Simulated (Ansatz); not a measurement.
```xyz
8

Al   -1.184    0.920    1.040
Si    0.095   -0.564   -0.445
S     2.109    0.183   -0.509
H    -0.485    2.160    1.741
H    -2.724    0.629    1.294
H    -0.485   -0.601   -1.820
H     0.085   -1.974    0.044
H     2.589   -0.754   -1.345
```

Charge 0, multiplicity 1.

Question: List the ωB97M-V/def2-TZVPP orbital energies in eV (the Gaussian-basis code of Ansatz). (Best estimate.)

Answer: Computed: Occupied: -2426.65, -1807.18, -1532.50, -220.65, -163.75, -163.68, -163.57, -148.23, -117.10, -102.37, -102.33, -102.32, -76.78, -76.57, -76.55, -23.08, -17.32, -14.18, -13.82, -12.40, -11.33, -10.95, -9.69, -9.55. Lowest empty: -0.55, 1.31, 1.71, 2.34, 2.90, 3.19, 3.25, 3.95.
